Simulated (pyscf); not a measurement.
Elementary routes open to •O–PH₂ (SMILES [O]P) + H₂ (SMILES [H][H]) in the gas phase (doublet surface):
A. HO–PH₂ (SMILES OP) + H• (SMILES [H]) (H–H broken; H–O formed)
B. HO–PH• (SMILES O[PH]) + H₂ (SMILES [H][H]) (H–P, H–H broken; H–O, H–H formed)

Structures and frequencies: ωB97X-D3(BJ)/def2-SVP in PySCF.

### Question
Rank the routes by free-energy barrier at 600 K, lowest first, for ωB97M-D3(BJ)/def2-TZVP energies (ideal gas, 1 atm, RRHO with modes under 100 cm⁻¹ raised to 100, one conformer, R ln 2 for chiral ones without a mode under 150 cm⁻¹).

### Answer
A (41.1 kcal/mol), B (61.0 kcal/mol)

Route A is the fastest of these, ahead of the next by 19.9 kcal/mol. The most stable products are those of B (ΔG = -7.3 kcal/mol), whose barrier is 19.9 kcal/mol higher: the kinetic and the thermodynamic product differ. At 1200 K A is still the fastest. Only these routes are compared; each barrier is that of the saddle found, and lower ones may exist.
